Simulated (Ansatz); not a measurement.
CH5BS, singlet: at the start structure of a reaction step.

The input file, in.yaml:

```yaml
crystal:
  periodic: [false, false, false]
  atoms:
    - {symbol: B, position_ang: [-0.694181, 0.172168, 0.329215]}
    - {symbol: S, position_ang: [-1.024672, -1.351714, 1.184072]}
    - {symbol: C, position_ang: [0.566665, 0.469961, -0.534463]}
    - {symbol: H, position_ang: [1.080906, 1.353594, -0.138830]}
    - {symbol: H, position_ang: [-1.556670, 0.989093, 0.476947]}
    - {symbol: H, position_ang: [0.082026, -2.032985, 0.835039]}
    - {symbol: H, position_ang: [0.258976, 0.747186, -1.549412]}
    - {symbol: H, position_ang: [1.286951, -0.347301, -0.602568]}
basis:
  gaussian: {orbitals: def2-TZVPP}
hamiltonian: {xc: pbe0, dispersion: d4}
output: {orbitals: {seedname: orbitals}}
```

Run by:

```bash
ansatz run in.yaml --threads 2 --pin off --events-out ev --progress --plain --max-ram 4352MiB
```

The run's output (Ansatz 0.2.0):

```
Functional definition: PBE0
  name "PBE0"
  cite "Adamo & Barone, J. Chem. Phys. 110, 6158 (1999) doi:10.1063/1.478522"
  cite "Perdew, Burke & Ernzerhof, Phys. Rev. Lett. 77, 3865 (1996) doi:10.1103/PhysRevLett.77.3865"
  parent pbe
  parameter a = 0.25
  parameter kappa = 0.804
  parameter beta = 0.06672455060314922
  exchange = (1 - a)*pbe_x(kappa = kappa, mu = beta*pi^2/3) + a*exact_x
  correlation = pbe_c(beta = beta)
959 factors; their error is unknown
mean field evaluation 1: about -12619.8465 eV, gradient 5.0e1 eV
mean field evaluation 2: about -12616.9859 eV, gradient 5.7e1 eV
mean field evaluation 4: about -12625.8729 eV, gradient 3.1e0 eV
mean field evaluation 8: about -12625.8979 eV, gradient 2.1e-2 eV
mean field evaluation 16: about -12625.8999 eV, gradient 5.8e-5 eV
mean field -12625.89986368 eV, -463.9932618480 hartree, gradient 5.8e-5 eV, S^2 0.000000; 0 other end points of the search recorded, 0 dependent functions left out
reference -12625.89989115 eV, -463.9932628573 hartree; 16, 16 occupied and 158, 158 virtual orbitals, 959 factors
Total energy: -12626.00214261 eV, -463.9970205294 hartree
```

The lines “mean field evaluation” count trial sets of orbitals through the whole run, from several starts and some on an approximate energy, so they need not fall steadily or lie above the final value.

Hardware: 2 CPU threads of an Arm Neoverse V1, shared host. Wall time about 2.1 s.
